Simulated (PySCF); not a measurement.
Series: H3E-E'H3. All species are isolated molecules in the gas phase. Strings in code marks are SMILES.

Computed with B3LYP-D3(BJ)/def2-TZVP (PySCF 2.14.0). All candidates: neutral, multiplicity 1. B3LYP has the VWN-RPA correlation part, as in Gaussian. Excitations are Tamm–Dancoff values on a coarser integration grid. The basis has no diffuse functions, so Rydberg states are missing or too high.

| Property | Value |
|---|---|
| HOMO | -8.98 eV |
| dipole moment | 0.78 D |
| brightest of the four lowest singlets (TDA) | 8.55 eV |

**Question.** Name which member has these values.
A. `[SnH3][SnH3]`
B. `[CH3][GeH3]`
C. `C[SiH3]`
D. `[SiH3][GeH3]`

**Answer.** C, `C[SiH3]`. The others give `[SiH3][GeH3]`: -8.09 eV, 0.17 D, 7.57 eV; `[SnH3][SnH3]`: -7.52 eV, 0.00 D, 6.37 eV; `[CH3][GeH3]`: -8.66 eV, 0.70 D, 9.05 eV
